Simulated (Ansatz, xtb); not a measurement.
Relative energy of two isomers of C5H3N

Structure X is `C#C/C=C/C#N`, a singlet and structure Y is `C#C/C=C\C#N`, a singlet. Both are isolated molecules in the gas phase, relaxed with r2SCAN-D4/def2-SVP.

X (Å):

```xyz
9

C    -4.3639   -1.5453   -0.4571
C    -3.2724   -1.0032   -0.4797
C    -1.9881   -0.4181   -0.5063
C    -1.7686    0.9230   -0.5089
C    -0.4643    1.4817   -0.5360
N     0.5981    1.9641   -0.5580
H    -5.3309   -2.0144   -0.4371
H    -1.1283   -1.1002   -0.5259
H    -2.6091    1.6255   -0.4897
```

Y (Å):

```xyz
9

C    -3.9142   -1.3325   -1.3521
C    -3.0616   -0.9064   -0.5929
C    -2.0800   -0.4349    0.3052
C    -1.2969    0.6583    0.1039
C    -1.3696    1.4772   -1.0537
N    -1.4061    2.1684   -1.9929
H    -4.6628   -1.6957   -2.0326
H    -1.9428   -0.9983    1.2362
H    -0.5613    0.9438    0.8626
```

Quicker runs give these differences E(Y) − E(X): GFN2-xTB +2.35 kJ/mol; HF/STO-3G +0.77 kJ/mol (at GFN2-xTB geometries); r2SCAN-D4/def2-SVP//GFN2-xTB +1.70 kJ/mol.

Task: Estimate E(Y) − E(X) at the level CCSD(T)/def2-SVP + ΔMP2/def2-TZVPP.

Result: Too close to call at this level: CCSD(T)/def2-SVP + ΔMP2/def2-TZVPP gives E(Y) − E(X) = +0.62 kJ/mol.

The same difference at several levels:

| level | geometry | E(Y) − E(X) (kJ/mol) | departure from the last row (kJ/mol) | job, with rough time for the two |
| --- | --- | --- | --- | --- |
| GFN2-xTB | GFN2-xTB | +2.35 | +1.73 | optimisation, 0.23 s |
| HF/STO-3G | GFN2-xTB | +0.77 | +0.15 | single point, 0.4 s |
| r2SCAN-D4/def2-SVP//GFN2-xTB | GFN2-xTB | +1.70 | +1.08 | single point, 2.8 s |
| r2SCAN-D4/def2-SVP | r2SCAN-D4/def2-SVP | +1.36 | +0.74 | optimisation, 26 s |
| HF/def2-SVP | r2SCAN-D4/def2-SVP | +2.69 | +2.07 | part of the CCSD(T) run |
| MP2/def2-SVP | r2SCAN-D4/def2-SVP | +2.00 | +1.38 | part of the CCSD(T) run |
| CCSD(T)/def2-SVP | r2SCAN-D4/def2-SVP | +2.79 | +2.17 | single point |
| CCSD(T)/def2-SVP + ΔMP2/def2-TZVPP | r2SCAN-D4/def2-SVP | +0.62 |  | single point, 35 s |

As drawn, both hold the same kinds of bond in the same numbers.

The largest departure from CCSD(T)/def2-SVP + ΔMP2/def2-TZVPP is that of CCSD(T)/def2-SVP, 2.17 kJ/mol. The last row adds to CCSD(T) the change of the MP2 difference between the two basis sets, here −2.17 kJ/mol.

With harmonic frequencies from r2SCAN-D4/def2-SVP (ideal gas, rigid rotor, one conformer each, 298.15 K, 1 atm): on the last row, ΔE + ΔZPE = +1.33, ΔH = +0.88, ΔG = +0.69 kJ/mol.

The correlated steps freeze 6 core orbitals. Run with Ansatz 0.2.0, xtb 6.7.1; the last row on 2 threads of Intel(R) Xeon(R) Processor @ 2.70GHz on a shared host.
